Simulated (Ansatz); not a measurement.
This geometry of CH5B2 (8 atoms, charge -1, multiplicity 1) is a first-order saddle point.

The calculation used RHF/6-31G in Ansatz 0.2.0.

```xyz
8
Properties=species:S:1:pos:R:3
B -0.825 0.829 -0.829
B -0.039 0.104 0.496
C 0.922 -0.980 0.485
H -1.913 0.490 -1.257
H -0.415 1.808 -1.425
H -0.383 0.620 1.567
H 1.383 -1.390 1.382
H 1.270 -1.480 -0.417
```

(1) Which two structures does it join? (They come from a converged band through this point; their orientation in space is the band's.)

(2) How far does it lie above each of them?

Answers

(1) No bond is made or broken. The dihedral H4–B1–B2–C3 goes from 1 to -180°. The two ends are copies of one structure, up to a mirror image or an exchange of like atoms.

Image 0:

```xyz
8
Properties=species:S:1:pos:R:3
B -0.766 0.832 -0.807
B 0.051 0.263 0.564
C 0.752 -1.010 0.491
H -0.801 0.203 -1.849
H -1.381 1.883 -0.906
H 0.062 0.912 1.607
H 1.311 -1.463 1.308
H 0.773 -1.621 -0.408
```

Image 6:

```xyz
8
Properties=species:S:1:pos:R:3
B -0.767 0.832 -0.808
B 0.051 0.262 0.564
C 0.754 -1.008 0.490
H -1.392 1.876 -0.901
H -0.790 0.209 -1.853
H 0.056 0.909 1.609
H 1.310 -1.464 1.308
H 0.779 -1.617 -0.410
```

(2) 0.145 eV above the first and 0.145 eV above the second. This is the barrier of this one path; another mechanism may lie lower. Limits of this set-up: no polarisation functions, an anion without diffuse functions.

Run time: 58 s on 1 thread of Intel(R) Xeon(R) Processor @ 2.50GHz (Skylake/Cascade Lake) (shared host), peak memory 0.093 GiB.
